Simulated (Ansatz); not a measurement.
Reaction: C2H2BrF (1-bromo-1-fluoroethene, SMILES FC(=C)Br) → C2H2F (SMILES C=[C]F, doublet) + Br (doublet) (the Br-C bond breaks)
Each species at its own B3LYP-D3(BJ)/def2-TZVP minimum (Ansatz, a quantum-chemistry and plane-wave program).

Property: bond dissociation energy (electronic), in kcal/mol. Radicals and triplets start from unrestricted determinants; spin-orbit coupling is neglected. Cores are frozen in correlated methods (noble-gas shells, and filled d and f shells in the p block). No relativity. CBS(X,Y): correlation extrapolated as X^-3, Hartree-Fock from the larger set (Q,5: extrapolated as (X+1)exp(-9√X)). A bracket is a step between two methods taken in the basis named. Double hybrids freeze cores in their MP2 part. Spin-orbit terms, left out, reach several kcal/mol for Br and I, and more for heavier atoms. The UHF reference of C2H2F (C=[C]F, doublet) is spin-contaminated (<S^2> up to 0.18 over the pure value in the sets run).

CCSD(T)/CBS(cc-pVQZ,cc-pV5Z) + [CCSDT(Q) - CCSD(T)]/cc-pVDZ (Ansatz) gives 84.4 kcal/mol.

**Question.** What does PBE/def2-TZVPD (Ansatz) give here, and how do the other levels compare?

**Answer.** PBE gives 84.9 kcal/mol, 0.5 kcal/mol above it. Differences of the others: r2SCAN/def2-TZVPD (Ansatz) -2.6; PBE0/def2-TZVPD (Ansatz) -2.0; B2PLYP/def2-TZVPD (Ansatz) -3.5; CCSD(T)/CBS(cc-pVQZ,cc-pV5Z) (Ansatz) 0.3 kcal/mol.
